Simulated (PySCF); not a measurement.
**Level of theory and adiabatic energies of losing or gaining an electron: trimethylamine**

Structure: `CN(C)C` (C3H9N).

All levels share the PBE0-D3(BJ)/def2-SVP structures and the PBE0-D3(BJ)/def2-SVP thermal terms; only the single-point energies (PySCF) change. Values are adiabatic energies of losing or gaining an electron (0 K, eV).

| level | ionisation energy to the radical cation | time |
| --- | --- | --- |
| PBE0-D3(BJ)/6-31G | 7.24 | 6.6 s |
| PBE0-D3(BJ)/6-31G* | 7.44 | 8.7 s |
| PBE0-D3(BJ)/cc-pVDZ | 7.45 | 14 s |
| r2SCAN-D3(BJ)/ma-def2-TZVP (grid 3) | 7.45 | 2.1 min |
| BHandHLYP/ma-def2-TZVP | 7.47 | 34 s |
| PBE0-D3(BJ)/def2-SVP | 7.48 | 13 s |
| PBE0-D3(BJ)/def2-SVPD | 7.55 | 24 s |
| PBE0-D3(BJ)/def2-TZVPD | 7.56 | 47 s |
| PBE0-D3(BJ)/pcseg-2 | 7.56 | 46 s |
| PBE0-D3(BJ)/ma-def2-TZVP | 7.56 | – |
| PBE0-D3(BJ)/6-31+G* | 7.57 | 12 s |

Times are wall times for all single points of a level on 1 thread of Arm Neoverse V2, a shared host; the dash marks the run that also made the structures. r2SCAN ran on a slower path of this set-up, which computes the density-fitting integrals anew in every SCF cycle while the other levels store them. So the times needn't show the usual order of cost, and those levels read slower than they are.

The spread: 0.32 eV, from 7.24 to 7.57.

Differences come from unrounded values, so a last digit can differ from that of the printed terms.
